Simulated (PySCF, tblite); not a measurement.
# PN: changes of charge

Wanted: changes of charge for PN (`N#P`).

Programs: tblite 0.8.0 and PySCF 2.14.0, with routines of our own; each step states its level. All values are computed. Atoms count from 0.

## 1. The system as given

2 atoms, charge 0, multiplicity 1; geometry from: start built from the parent or by distance geometry.

## 2. Optimising the geometry with GFN2-xTB

Job settings and geometry (Å):

```
{"job": {"kind": "relax", "xc": "GFN2-xTB", "basis": "xTB"}, "charge": 0, "multiplicity": 1}
N      0.758300    -0.006100    -0.005300
P     -0.752800     0.008700    -0.023000
```

On the command line:

```bash
$ OMP_NUM_THREADS=1 python redox_run.py task.json out
```

One launch serves the whole session: the jobs run in the order shown.

Log:

```text
step      E/eV     max force
  0    -146.64800    3.950
  1    -146.57198    6.705
  2    -146.75384    0.954
  3    -146.75896    0.195
  4    -146.75917    0.008
```

Wall time 0.01 s (1 thread of Intel Xeon Platinum 8488C, shared host).

Step by step: (the energy doesn't fall at every step)

```csv
step,energy from step 0 (eV),largest force (eV/Å)
0,0.0000,3.9505
1,0.0760,6.7048
2,-0.1058,0.9541
3,-0.1110,0.1950
4,-0.1112,0.0080
```

The bond:

```csv
bond,before (Å),after (Å),change (Å)
N0–P1,1.511,1.458,-0.053
```

The final coordinates are the input of the step that follows.

## 3. Infrared spectrum with GFN2-xTB

Job settings and geometry (Å):

```
{"job": {"kind": "ir", "xc": "GFN2-xTB", "basis": "xTB"}, "charge": 0, "multiplicity": 1}
N      0.731842    -0.005859    -0.005592
P     -0.726328     0.008395    -0.022705
```

Log:

```text
mode    cm-1     km/mol
  1    1593.2     14.04
ZPE 9.530  H(298)-E 18.215  G(298)-E -44.591 kJ/mol  S 210.65 J/(mol K)
```

It took 0.07 s on 1 thread of Intel Xeon Platinum 8488C, shared host.

Which atoms move in the most intense modes:

```csv
cm⁻¹,km/mol,atoms
1593,14.0,"N0 69 %, P1 31 %"
```

## 4. Optimising the geometry at PBE0-D3(BJ)/def2-SVP

Job settings and geometry (Å):

```
{"job": {"xc": "PBE0", "basis": "def2-SVP", "d3": "d3bj", "grid": 1, "kind": "geom"}, "charge": 0, "multiplicity": 1}
N      0.731842    -0.005859    -0.005592
P     -0.726328     0.008395    -0.022705
```

Log:

```text
step   0  E = -395.71149921  max force = 0.046585
step   1  E = -395.71277294  max force = 0.005238
step   2  E = -395.71279048  max force = 0.000421
step   3  E = -395.71279056  max force = 0.000004
optimisation converged
```

It took 0.96 s on 1 thread of Intel Xeon Platinum 8488C, shared host.

The steps of the relaxation:

```csv
step,energy from step 0 (eV),largest force component (eV/Å)
0,0.0000,2.3955
1,-0.0347,0.2693
2,-0.0351,0.0216
3,-0.0351,0.0002
```

The bond:

```csv
bond,before (Å),after (Å),change (Å)
N0–P1,1.458,1.489,+0.030
```

The end geometry stands in the next job.

```csv
at the end point,value
point group (found at 0.08 Å tolerance),Cinfv
"rotational constants (GHz, main isotopes)","23.649, 23.649"
dipole moment (D),2.54
```

## 5. Harmonic vibrations (PN): PBE0-D3(BJ)/def2-SVP

Job settings and geometry (Å):

```
{"job": {"xc": "PBE0", "basis": "def2-SVP", "d3": "d3bj", "grid": 2, "kind": "hessian"}, "charge": 0, "multiplicity": 1}
N      0.746975    -0.006133    -0.005339
P     -0.741470     0.008552    -0.022955
```

Log:

```text
coarse grid: 2688 points
cycle   1  E = -395.5881970437  dE =  1.107e-01  |g| = 5.348e-01  |ddm| = 1.814e+00
cycle   2  E = -394.8813098375  dE =  7.069e-01  |g| = 1.585e+00  |ddm| = 1.829e+00
cycle   3  E = -395.6710923924  dE = -7.898e-01  |g| = 2.471e-02  |ddm| = 1.457e+00
cycle   4  E = -395.6712810995  dE = -1.887e-04  |g| = 1.044e-02  |ddm| = 4.939e-02
cycle   5  E = -395.6713103758  dE = -2.928e-05  |g| = 3.323e-03  |ddm| = 1.035e-02
cycle   6  E = -395.6713132017  dE = -2.826e-06  |g| = 8.933e-04  |ddm| = 2.966e-03
final grid: 22920 points
cycle   7  E = -395.7127834005  dE =  2.976e-06  |g| = 5.307e-03  |ddm| = 1.064e-02
cycle   8  E = -395.7127169328  dE =  6.647e-05  |g| = 1.694e-02  |ddm| = 1.588e-02
cycle   9  E = -395.7127904214  dE = -7.349e-05  |g| = 2.793e-04  |ddm| = 1.235e-02
cycle  10  E = -395.7127904443  dE = -2.298e-08  |g| = 1.611e-05  |ddm| = 2.991e-04
cycle  11  E = -395.7127904444  dE = -6.281e-11  |g| = 8.289e-06  |ddm| = 2.138e-05
converged SCF energy = -395.7127904444

mode    cm-1
  1    1431.4
ZPE 8.562  H(298)-E 17.255  G(298)-E -45.662 kJ/mol  S 211.02 J/(mol K)
```

It took 2.1 s on 1 thread of Intel Xeon Platinum 8488C, shared host.

Zero-point energy 8.56 kJ/mol (xTB gave 9.53).

## 6. Single point (PN): wB97X-D3(BJ)/ma-def2-TZVP

Geometry: PBE0-D3(BJ)/def2-SVP.

Job settings and geometry (Å):

```
{"job": {"kind": "sp", "xc": "wB97X", "basis": "ma-def2-TZVP", "d3": "d3bj", "grid": 2}, "charge": 0, "multiplicity": 1}
N      0.746975    -0.006133    -0.005339
P     -0.741470     0.008552    -0.022955
```

Log:

```text
coarse grid: 2688 points
cycle   1  E = -396.0658518724  dE = -3.637e-02  |g| = 4.324e-01  |ddm| = 1.310e+00
cycle   2  E = -395.9714203312  dE =  9.443e-02  |g| = 7.837e-01  |ddm| = 7.896e-01
cycle   3  E = -396.1151124561  dE = -1.437e-01  |g| = 2.872e-02  |ddm| = 4.620e-01
cycle   4  E = -396.1152992447  dE = -1.868e-04  |g| = 1.081e-02  |ddm| = 4.314e-02
cycle   5  E = -396.1153315572  dE = -3.231e-05  |g| = 1.746e-03  |ddm| = 1.003e-02
cycle   6  E = -396.1153334597  dE = -1.903e-06  |g| = 7.452e-04  |ddm| = 3.368e-03
final grid: 22920 points
cycle   7  E = -396.1140464179  dE = -7.014e-06  |g| = 9.699e-04  |ddm| = 1.143e-02
cycle   8  E = -396.1140463576  dE =  6.039e-08  |g| = 1.293e-03  |ddm| = 1.400e-03
cycle   9  E = -396.1140467243  dE = -3.667e-07  |g| = 2.337e-04  |ddm| = 7.978e-04
cycle  10  E = -396.1140467450  dE = -2.075e-08  |g| = 5.015e-05  |ddm| = 2.744e-04
cycle  11  E = -396.1140467464  dE = -1.403e-09  |g| = 2.011e-05  |ddm| = 8.201e-05
converged SCF energy = -396.1140467464
```

It took 0.58 s on 1 thread of Intel Xeon Platinum 8488C, shared host.

## 7. Single point (PN+ (doublet)): wB97X-D3(BJ)/ma-def2-TZVP

Geometry: PBE0-D3(BJ)/def2-SVP, that of another charge or spin state.

Job settings and geometry (Å):

```
{"job": {"kind": "sp", "xc": "wB97X", "basis": "ma-def2-TZVP", "d3": "d3bj", "grid": 2}, "charge": 1, "multiplicity": 2}
N      0.746975    -0.006133    -0.005339
P     -0.741470     0.008552    -0.022955
```

Log:

```text
final grid: 22920 points
cycle   1  E = -395.6742324505  dE = -1.189e-10  |g| = 1.987e-05  |ddm| = 2.735e-05
converged SCF energy = -395.6742324505
```

Wall time 2.9 s (1 thread of Intel Xeon Platinum 8488C, shared host).

## 8. Relaxing the molecule with GFN2-xTB

This step treats PN+ (doublet), labelled `N#[P+]` (the label fixes atoms and charge, not where charge and spin sit).

Job settings and geometry (Å):

```
{"job": {"kind": "relax", "xc": "GFN2-xTB", "basis": "xTB"}, "charge": 1, "multiplicity": 2}
N      0.763200    -0.012300    -0.010600
P     -0.752200     0.017200    -0.046000
```

Log:

```text
step      E/eV     max force
  0    -130.99128    4.463
  1    -130.95542    6.974
  2    -131.14332    1.369
  3    -131.15409    0.303
  4    -131.15461    0.020
  5    -131.15461    0.000
```

Wall time 0.01 s (1 thread of Intel Xeon Platinum 8488C, shared host).

The steps of the relaxation: (the energy doesn't fall at every step)

```csv
step,energy from step 0 (eV),largest force (eV/Å)
0,0.0000,4.4631
1,0.0359,6.9742
2,-0.1520,1.3686
3,-0.1628,0.3031
4,-0.1633,0.0200
5,-0.1633,0.0000
```

The bond:

```csv
bond,before (Å),after (Å),change (Å)
N0–P1,1.516,1.450,-0.066
```

The end geometry stands in the next job.

## 9. Infrared spectrum with GFN2-xTB

Job settings and geometry (Å):

```
{"job": {"kind": "ir", "xc": "GFN2-xTB", "basis": "xTB"}, "charge": 1, "multiplicity": 2}
N      0.730275    -0.011610    -0.011389
P     -0.719257     0.016566    -0.045202
```

Log:

```text
mode    cm-1     km/mol
  1    1593.6      4.08
ZPE 9.532  H(298)-E 18.217  G(298)-E -46.279 kJ/mol  S 216.32 J/(mol K)
```

Wall time 0.07 s (1 thread of Intel Xeon Platinum 8488C, shared host).

Which atoms move in the most intense modes:

```csv
cm⁻¹,km/mol,atoms
1594,4.1,"N0 69 %, P1 31 %"
```

## 10. Geometry optimisation at PBE0-D3(BJ)/def2-SVP

This step treats PN+ (doublet), labelled `N#[P+]` (the label fixes atoms and charge, not where charge and spin sit).

Job settings and geometry (Å):

```
{"job": {"xc": "PBE0", "basis": "def2-SVP", "d3": "d3bj", "grid": 1, "kind": "geom"}, "charge": 1, "multiplicity": 2}
N      0.730275    -0.011610    -0.011389
P     -0.719257     0.016566    -0.045202
```

Log:

```text
step   0  E = -395.27831355  max force = 0.047968
step   1  E = -395.27970726  max force = 0.007056
step   2  E = -395.27974125  max force = 0.000667
step   3  E = -395.27974152  max force = 0.000005
optimisation converged
```

It took 1.3 s on 1 thread of Intel Xeon Platinum 8488C, shared host.

Relaxation path:

```csv
step,energy from step 0 (eV),largest force component (eV/Å)
0,0.0000,2.4666
1,-0.0379,0.3628
2,-0.0388,0.0343
3,-0.0389,0.0003
```

The bond:

```csv
bond,before (Å),after (Å),change (Å)
N0–P1,1.450,1.483,+0.033
```

The next job starts from the end point, and lists it.

```csv
at the end point,value
point group (found at 0.08 Å tolerance),Cinfv
"rotational constants (GHz, main isotopes)","23.835, 23.835"
⟨S²⟩,0.800
```

## 11. Harmonic vibrations (PN+ (doublet), N#[P+]): PBE0-D3(BJ)/def2-SVP

Job settings and geometry (Å):

```
{"job": {"xc": "PBE0", "basis": "def2-SVP", "d3": "d3bj", "grid": 2, "kind": "hessian"}, "charge": 1, "multiplicity": 2}
N      0.746504    -0.012152    -0.010905
P     -0.735618     0.017089    -0.045911
```

Log:

```text
coarse grid: 2688 points
cycle   1  E = -395.1707791927  dE =  5.366e-01  |g| = 2.760e-01  |ddm| = 1.315e+00
cycle   2  E = -394.8413782479  dE =  3.294e-01  |g| = 8.311e-01  |ddm| = 1.006e+00
cycle   3  E = -395.2333238064  dE = -3.919e-01  |g| = 7.410e-02  |ddm| = 6.228e-01
cycle   4  E = -395.2367286319  dE = -3.405e-03  |g| = 2.056e-02  |ddm| = 1.060e-01
cycle   5  E = -395.2377459336  dE = -1.017e-03  |g| = 9.309e-03  |ddm| = 5.681e-02
cycle   6  E = -395.2381428784  dE = -3.969e-04  |g| = 5.540e-03  |ddm| = 3.710e-02
cycle   7  E = -395.2383863639  dE = -2.435e-04  |g| = 3.099e-03  |ddm| = 3.576e-02
cycle   8  E = -395.2384709433  dE = -8.458e-05  |g| = 1.399e-03  |ddm| = 2.504e-02
cycle   9  E = -395.2384818794  dE = -1.094e-05  |g| = 2.403e-04  |ddm| = 1.205e-02
cycle  10  E = -395.2384819453  dE = -6.591e-08  |g| = 3.830e-05  |ddm| = 6.752e-04
final grid: 22920 points
cycle  11  E = -395.2797302451  dE =  2.985e-06  |g| = 3.932e-03  |ddm| = 7.706e-03
cycle  12  E = -395.2796598102  dE =  7.043e-05  |g| = 1.218e-02  |ddm| = 1.140e-02
cycle  13  E = -395.2797384763  dE = -7.867e-05  |g| = 1.405e-04  |ddm| = 8.689e-03
cycle  14  E = -395.2797385138  dE = -3.752e-08  |g| = 7.921e-05  |ddm| = 4.491e-04
cycle  15  E = -395.2797385224  dE = -8.657e-09  |g| = 1.658e-05  |ddm| = 1.967e-04
cycle  16  E = -395.2797385229  dE = -4.951e-10  |g| = 7.159e-06  |ddm| = 5.932e-05
cycle  17  E = -395.2797385231  dE = -1.489e-10  |g| = 3.781e-06  |ddm| = 2.177e-05
cycle  18  E = -395.2797385232  dE = -1.575e-10  |g| = 2.988e-06  |ddm| = 2.896e-05
cycle  19  E = -395.2797385235  dE = -2.622e-10  |g| = 1.577e-06  |ddm| = 7.503e-05
cycle  20  E = -395.2797385236  dE = -6.156e-11  |g| = 8.124e-07  |ddm| = 4.225e-05
converged SCF energy = -395.2797385236

mode    cm-1
  1    1387.3
ZPE 8.298  H(298)-E 16.995  G(298)-E -47.625 kJ/mol  S 216.74 J/(mol K)
```

It took 3.8 s on 1 thread of Intel Xeon Platinum 8488C, shared host.

Zero-point energy 8.30 kJ/mol (xTB gave 9.53).

## 12. Single point (PN): wB97X-D3(BJ)/ma-def2-TZVP

Geometry: PBE0-D3(BJ)/def2-SVP, that of another charge or spin state.

Job settings and geometry (Å):

```
{"job": {"kind": "sp", "xc": "wB97X", "basis": "ma-def2-TZVP", "d3": "d3bj", "grid": 2}, "charge": 0, "multiplicity": 1}
N      0.746504    -0.012152    -0.010905
P     -0.735618     0.017089    -0.045911
```

Log:

```text
coarse grid: 2688 points
cycle   1  E = -396.0654868139  dE = -2.616e-02  |g| = 4.355e-01  |ddm| = 1.313e+00
cycle   2  E = -395.9714899796  dE =  9.400e-02  |g| = 7.847e-01  |ddm| = 7.959e-01
cycle   3  E = -396.1153119654  dE = -1.438e-01  |g| = 2.837e-02  |ddm| = 4.649e-01
cycle   4  E = -396.1154960291  dE = -1.841e-04  |g| = 1.062e-02  |ddm| = 4.317e-02
cycle   5  E = -396.1155270294  dE = -3.100e-05  |g| = 1.728e-03  |ddm| = 9.837e-03
cycle   6  E = -396.1155288638  dE = -1.834e-06  |g| = 7.297e-04  |ddm| = 3.336e-03
final grid: 22920 points
cycle   7  E = -396.1142460046  dE = -7.009e-06  |g| = 9.563e-04  |ddm| = 1.154e-02
cycle   8  E = -396.1142459631  dE =  4.148e-08  |g| = 1.247e-03  |ddm| = 1.375e-03
cycle   9  E = -396.1142463031  dE = -3.400e-07  |g| = 2.391e-04  |ddm| = 7.804e-04
cycle  10  E = -396.1142463242  dE = -2.109e-08  |g| = 4.990e-05  |ddm| = 2.739e-04
cycle  11  E = -396.1142463255  dE = -1.380e-09  |g| = 1.995e-05  |ddm| = 8.143e-05
converged SCF energy = -396.1142463255
```

Run time: 0.56 s. Hardware: 1 thread of Intel Xeon Platinum 8488C, shared host.

## 13. Single point (PN+ (doublet), N#[P+]): wB97X-D3(BJ)/ma-def2-TZVP

Geometry: PBE0-D3(BJ)/def2-SVP.

Job settings and geometry (Å):

```
{"job": {"kind": "sp", "xc": "wB97X", "basis": "ma-def2-TZVP", "d3": "d3bj", "grid": 2}, "charge": 1, "multiplicity": 2}
N      0.746504    -0.012152    -0.010905
P     -0.735618     0.017089    -0.045911
```

Log:

```text
final grid: 22920 points
cycle   1  E = -395.5367791341  dE =  6.325e-02  |g| = 5.582e-01  |ddm| = 4.896e-01
cycle   2  E = -395.1853395688  dE =  3.514e-01  |g| = 9.707e-01  |ddm| = 7.866e-01
cycle   3  E = -395.6702259540  dE = -4.849e-01  |g| = 5.803e-02  |ddm| = 5.601e-01
cycle   4  E = -395.6729042725  dE = -2.678e-03  |g| = 1.742e-02  |ddm| = 6.566e-02
cycle   5  E = -395.6735963371  dE = -6.921e-04  |g| = 1.127e-02  |ddm| = 3.277e-02
cycle   6  E = -395.6741363555  dE = -5.400e-04  |g| = 6.134e-03  |ddm| = 3.601e-02
cycle   7  E = -395.6743756765  dE = -2.393e-04  |g| = 3.422e-03  |ddm| = 2.795e-02
cycle   8  E = -395.6744557634  dE = -8.009e-05  |g| = 2.085e-03  |ddm| = 1.460e-02
cycle   9  E = -395.6744901320  dE = -3.437e-05  |g| = 7.891e-04  |ddm| = 1.155e-02
cycle  10  E = -395.6744942587  dE = -4.127e-06  |g| = 1.949e-04  |ddm| = 4.678e-03
cycle  11  E = -395.6744943827  dE = -1.239e-07  |g| = 4.848e-05  |ddm| = 7.981e-04
cycle  12  E = -395.6744943873  dE = -4.660e-09  |g| = 1.739e-05  |ddm| = 1.467e-04
converged SCF energy = -395.6744943873
```

Run time: 1.3 s. Hardware: 1 thread of Intel Xeon Platinum 8488C, shared host.

## 14. Single point (PN): wB97X-D3(BJ)/ma-def2-TZVP in dichloromethane

Geometry: PBE0-D3(BJ)/def2-SVP.

Job settings and geometry (Å):

```
{"job": {"kind": "sp", "xc": "wB97X", "basis": "ma-def2-TZVP", "d3": "d3bj", "grid": 2, "solvent": "dichloromethane"}, "charge": 0, "multiplicity": 1}
N      0.746975    -0.006133    -0.005339
P     -0.741470     0.008552    -0.022955
```

Log:

```text
final grid: 22920 points
cycle   1  E = -396.1206667633  dE = -7.046e-04  |g| = 7.311e-02  |ddm| = 1.243e-01
cycle   2  E = -396.1193530626  dE =  1.314e-03  |g| = 1.070e-01  |ddm| = 9.995e-02
cycle   3  E = -396.1218549908  dE = -2.502e-03  |g| = 5.836e-03  |ddm| = 5.777e-02
cycle   4  E = -396.1218730930  dE = -1.810e-05  |g| = 9.347e-04  |ddm| = 1.427e-02
cycle   5  E = -396.1218734938  dE = -4.008e-07  |g| = 1.969e-04  |ddm| = 1.947e-03
cycle   6  E = -396.1218735104  dE = -1.665e-08  |g| = 3.783e-05  |ddm| = 4.621e-04
cycle   7  E = -396.1218735117  dE = -1.256e-09  |g| = 1.380e-05  |ddm| = 1.968e-04
converged SCF energy = -396.1218735117
```

Wall time 0.57 s (1 thread of Intel Xeon Platinum 8488C, shared host).

## 15. Single point (PN+ (doublet), N#[P+]): wB97X-D3(BJ)/ma-def2-TZVP in dichloromethane

Geometry: PBE0-D3(BJ)/def2-SVP.

Job settings and geometry (Å):

```
{"job": {"kind": "sp", "xc": "wB97X", "basis": "ma-def2-TZVP", "d3": "d3bj", "grid": 2, "solvent": "dichloromethane"}, "charge": 1, "multiplicity": 2}
N      0.746504    -0.012152    -0.010905
P     -0.735618     0.017089    -0.045911
```

Log:

```text
final grid: 22920 points
cycle   1  E = -395.7790457043  dE = -2.979e-04  |g| = 3.588e-02  |ddm| = 5.326e-02
cycle   2  E = -395.7785147928  dE =  5.309e-04  |g| = 4.973e-02  |ddm| = 5.148e-02
cycle   3  E = -395.7796258861  dE = -1.111e-03  |g| = 2.710e-03  |ddm| = 2.730e-02
cycle   4  E = -395.7796382326  dE = -1.235e-05  |g| = 1.168e-03  |ddm| = 5.841e-03
cycle   5  E = -395.7796425681  dE = -4.336e-06  |g| = 7.080e-04  |ddm| = 2.840e-03
cycle   6  E = -395.7796459687  dE = -3.401e-06  |g| = 3.689e-04  |ddm| = 3.323e-03
cycle   7  E = -395.7796468841  dE = -9.154e-07  |g| = 1.977e-04  |ddm| = 1.779e-03
cycle   8  E = -395.7796471397  dE = -2.556e-07  |g| = 9.716e-05  |ddm| = 8.670e-04
cycle   9  E = -395.7796472051  dE = -6.543e-08  |g| = 1.843e-05  |ddm| = 5.890e-04
cycle  10  E = -395.7796472067  dE = -1.542e-09  |g| = 4.240e-06  |ddm| = 1.038e-04
converged SCF energy = -395.7796472067
```

Wall time 1.1 s (1 thread of Intel Xeon Platinum 8488C, shared host).

## 16. Changes of charge: wB97X-D3(BJ)/ma-def2-TZVP

This step combines the energies above: geometries from PBE0-D3(BJ)/def2-SVP, zero-point and thermal terms from PBE0-D3(BJ)/def2-SVP.

Job settings and geometry (Å):

```
{"job": {"kind": "rx", "dirs": [1], "geom": {"xc": "PBE0", "basis": "def2-SVP", "d3": "d3bj", "grid": 1}, "hess": 1, "level": {"xc": "wB97X", "basis": "ma-def2-TZVP", "d3": "d3bj", "solvents": ["dichloromethane"]}}, "charge": 0, "multiplicity": 1}
N      0.746975    -0.006133    -0.005339
P     -0.741470     0.008552    -0.022955
```

Output (the driver's rows laid out field by field):

```text
ionisation and electron attachment, wB97X-D3(BJ)/ma-def2-TZVP // PBE0-D3(BJ)/def2-SVP

row 1
  change                  oxidation
  charge                  1
  multiplicity            2
  vertical_ev             11.968
  vertical_s2             0.79
  formula                 NP
  smiles                  N#[P+]
  kept                    yes
  pieces                  1
  point_group             Cinfv
  adiabatic_electronic_ev 11.9608
  adiabatic_ev            11.9581
  free_energy_ev          11.9405
  s2                      0.789
  bonds_moved             0 1 1.489 1.483
  spin_on                 0 N 1.072
  charge_moved            1 P 0.63; 0 N 0.37
  vertical_back_ev        11.9663
  relaxation_parent_ev    -0.0054
  relaxation_ion_ev       0.0071
  reorganisation_ev       0.0017
  solution                solvent dichloromethane, absolute_potential_v 9.2921, solvation_parent_kj -20.55, solvation_ion_kj -276.08
```

Wall time 16 s (1 thread of Intel Xeon Platinum 8488C, shared host).

Energy taken up on oxidation, or given off on reduction (eV; adiabatic with zero-point energy):

```csv
change,product,vertical,adiabatic,free energy,reorganisation,⟨S²⟩
oxidation (multiplicity 2),N#[P+],11.97,11.96,11.94,0.00,0.79
```

On oxidation to multiplicity 2 charge changes most on P1 (+0.63 e), N0 (+0.37 e); the spin sits on N0 (1.07); the bond N0–P1 goes from 1.489 to 1.483 Å; the absolute potential is 9.29 V in dichloromethane.

## 17. Summary of results

```
                                     quantity                                  value
    strongest single infrared mode (GFN2-xTB)                   1593 cm⁻¹, 14 km/mol
                 zero-point energy (GFN2-xTB)                           2.3 kcal/mol
                                  point group                                  Cinfv
         rotational constants (main isotopes)                       23.65, 23.65 GHz
ionisation energy (wB97X-D3(BJ)/ma-def2-TZVP)  vertical 11.97 eV, adiabatic 11.96 eV
```

In words: The one mode is real. Unscaled tight-binding wavenumbers are off by several per cent, some by more. Its intensities can rank the bands wrongly. Over 3 steps the energy fell by 0.035 eV; of the close pairs, N0–P1 changed most, 1.458 to 1.489 Å (PBE0/def2-SVP). At wB97X-D3(BJ)/ma-def2-TZVP, relaxation with the zero-point term after oxidation moves the energy taken up from 11.97 eV (vertical) to 11.96 eV (adiabatic, with zero-point energy).
